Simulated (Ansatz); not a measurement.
Ansatz (an electronic-structure program) input:

Ansatz 0.2 input:
```yaml
crystal:
  periodic: [false, false, false]
  atoms:
    - {symbol: C, position_ang: [-0.69272317, 0.11838624, -0.00471318]}
    - {symbol: N, position_ang: [0.69817852, -0.11549684, -0.01936428]}
    - {symbol: H, position_ang: [-1.22204869, -0.63877871, -0.58426364]}
    - {symbol: H, position_ang: [-0.91948182, 1.14289724, -0.30190122]}
    - {symbol: H, position_ang: [-1.04052385, 0.01034810, 1.04968316]}
    - {symbol: H, position_ang: [1.08188890, -1.05423543, -0.13393290]}
    - {symbol: H, position_ang: [1.36925485, 0.63792927, 0.13424367]}
basis:
  gaussian:
    orbitals: def2-TZVPD
hamiltonian:
  xc: {name: r2SCAN}
total_charge: 1
magnetization: {spin_polarized: true, initial_magnetization: 1}
output: {forces: true}
```

What final total energy does it print?

-95.51217 Eh (r2SCAN/def2-TZVPD). The basis has 119 functions.
